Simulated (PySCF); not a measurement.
Level of theory: B3LYP-D3(BJ)/def2-TZVP // PBE0-D4/def2-SVP in PySCF. Gas-phase values, no solvent. B3LYP has the VWN-RPA correlation part, as in Gaussian. 

Reference species (SMILES): `OC` (neutral, multiplicity 1).

The HOMO is -7.65 eV and the dipole moment is 1.65 D.

Changed species: `N` (free base NH3; the reference has free base CH3OH).

Problem. Predict the effect on the HOMO and dipole moment.

Solution. the HOMO goes up by 0.21 eV, to -7.44 eV; the dipole moment increases by 0.13 D, to 1.78 D.
